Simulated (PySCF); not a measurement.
**One shape, several levels: [NH3]+ (SMILES [NH3+])**

Aim: a comparison of 6 runs (U-wB97X-V/SBKJC, UB2PLYP/SBKJC, USVWN5/SBKJC, NEVPT2(7,7)/SBKJC, UCISD/SBKJC, ROCCSD(T)/SBKJC) of [NH3]+. The job is set up through a Python script.

Program for the calculation: PySCF 2.14.0.

12 further runs of the same task are left out: 1 that didn't finish, 11 set aside as unsound or not needed.

## (1) The system as given

The species is [NH3]+ (4 atoms), meant as a doublet with charge +1. As SMILES, `[NH3+]`. The N1–H4 distance was set to 1.850 Å, away from the relaxed value. At this shape a bond of the SMILES string is far longer than usual.

Bond lengths: N1–H2 1.028 Å, N1–H3 1.028 Å. Angles: H2–N1–H3 120.0°.

## (2) A single-point energy at U-wB97X-V/SBKJC (core potential) (run 1)

File input.py:

```python
from pyscf import gto, dft

mol = gto.Mole()
mol.atom = '''
N     -0.732142    -0.727034     1.161647
H      0.232676    -1.176657     2.786112
H     -2.613554    -1.178112     0.992554
H      0.915799     0.905330    -1.453502
'''
mol.spin = 1
mol.charge = 1
mol.verbose = 4
mol.ecp = {'N': 'sbkjc'}
mol.max_memory = 1860
mol.basis = 'sbkjc'
mol.unit = 'bohr'
mol.build()

mf = dft.UKS(mol)
mf.xc = 'wb97x-v'
mf.nlcgrids.level = 1
mf.grids.level = 5
mf.conv_tol = 1e-10
mf.kernel()
if not mf.converged:
    mf = mf.newton().run(mf.mo_coeff, mf.mo_occ)

etot = mf.e_tot
print('E = %.10f Eh' % etot)
```

Run with:

```bash
$ OMP_NUM_THREADS=1 python input.py
```

Output:

```text
PySCF version 2.14.0

[... 64 lines left out ...]
WARN: HOMO -0.0365667472710763 >= LUMO -0.0365667472710766
[... 58 lines left out ...]
converged SCF energy = -11.1738020064853  <S^2> = 0.82792538  2S+1 = 2.0764637
E = -11.1738020065 Eh
```

It took 10 s on 1 thread of Arm Neoverse V2, shared host; peak memory 0.18 GiB.

## (3) A single-point energy at UB2PLYP/SBKJC (core potential) (run 2)

File run.py:

```python
from pyscf import gto, dft, mp

molecule = gto.M(
    atom='''
N     -0.732142    -0.727034     1.161647
H      0.232676    -1.176657     2.786112
H     -2.613554    -1.178112     0.992554
H      0.915799     0.905330    -1.453502
''',
    verbose=3,
    charge=1,
    ecp={'N': 'sbkjc'},
    spin=1,
    unit='bohr',
    basis='sbkjc',
    max_memory=1860,
)

calc0 = dft.UKS(molecule, xc='0.53*HF + 0.47*B88, 0.73*LYP')
calc0.grids.level = 5
calc0.conv_tol = 1e-10
calc0.kernel()
if not calc0.converged:
    calc0 = calc0.newton().run(calc0.mo_coeff, calc0.mo_occ)

pt = mp.MP2(calc0).run()
e_final = calc0.e_tot + 0.27 * pt.e_corr
print('PT2 part  %.8f' % (0.27 * pt.e_corr))
print(f'total energy: {e_final:.8f} hartree')
```

Run with:

```bash
$ OMP_NUM_THREADS=1 python run.py
```

Output:

```text
WARN: HOMO -0.0474406694228912 >= LUMO -0.0474406694228908

converged SCF energy = -11.0974252013291  <S^2> = 0.96929374  2S+1 = 2.2084327
E(UMP2) = -11.1987544209373  E_corr = -0.101329219608136
E(SCS-UMP2) = -11.203551812266  E_corr = -0.10612661093685
PT2 part  -0.02735889
total energy: -11.12478409 hartree
```

Wall time 2.8 s (1 thread of Arm Neoverse V2, shared host); peak memory 0.17 GiB.

Runs 3 to 5 aren't shown in full; the table further down has their settings and results.

## (4) The energy at ROCCSD(T)/SBKJC (core potential) (run 6)

File start.xyz:

```xyz
4
H3N
N     -0.387433    -0.384730     0.614717
H      0.123127    -0.622660     1.474347
H     -1.383033    -0.623430     0.525237
H      0.484620     0.479080    -0.769160
```

File job.py:

```python
from pyscf import gto, scf, cc

mol = gto.M(
    atom='start.xyz',
    basis='sbkjc',
    verbose=3,
    ecp={'N': 'sbkjc'},
    charge=1,
    max_memory=1860,
    spin=1,
)

mf = scf.ROHF(mol)
mf.conv_tol = 1e-10
mf.kernel()
if not mf.converged:
    mf = mf.newton().run(mf.mo_coeff, mf.mo_occ)

mycc = cc.CCSD(mf)
mycc.kernel()
e_t = mycc.ccsd_t()
e_tot = mycc.e_tot + e_t
print('E(%s) = %.9f' % ('CCSD(T)', e_tot))
```

Run with:

```bash
$ OMP_NUM_THREADS=1 python job.py
```

Output:

```text
converged SCF energy = -10.9310995845086

WARN: RCCSD method does not support ROHF method. ROHF object is converted to UHF object and UCCSD method is called.

E(UCCSD) = -11.05381095250139  E_corr = -0.122711367992782
UCCSD(T) correction = -0.00229241226667861
E(CCSD(T)) = -11.056103365
```

It took 0.77 s on 1 thread of Arm Neoverse V2, shared host; peak memory 0.12 GiB.

## (5) Overview of the runs

```
run                               level  nlc grid  frozen core orbitals  energy (Eh)  HOMO energy (eV)  LUMO energy (eV)   ⟨S²⟩  wall time
  1    U-wB97X-V/SBKJC (core potential)         1                     –   -11.173802            -20.84             -9.01  0.828       10 s
  2      UB2PLYP/SBKJC (core potential)         –                     0   -11.124784            -19.46             -9.87  0.969      2.8 s
  3       USVWN5/SBKJC (core potential)         –                     –   -11.104715            -16.31            -13.48  0.786      1.5 s
  4  NEVPT2(7,7)/SBKJC (core potential)         –                     –   -11.050591                 –                 –      –      1.2 s
  5        UCISD/SBKJC (core potential)         –                     0   -11.045673            -21.00             -6.79  1.243     0.76 s
  6    ROCCSD(T)/SBKJC (core potential)         –                     0   -11.056103                 –                 –  0.750     0.77 s
```

## (6) Outcome

```
                                quantity         value
                     run 6: total energy  -11.05610 Eh
               run 6: correlation energy    -125.0 mEh
                   run 6: (T) correction     -2.29 mEh
run 6: ⟨S²⟩ of the reference determinant         0.750
                    run 6: T1 diagnostic         0.048
```

In words: Totals of different functionals can't be ranked against each other. In run 6 the T1 diagnostic is large, so a single reference may not serve. Spin contamination of the reference: run 5 ⟨S²⟩ = 1.24, run 2 ⟨S²⟩ = 0.97. All runs together took 17 s, the longest 10 s.
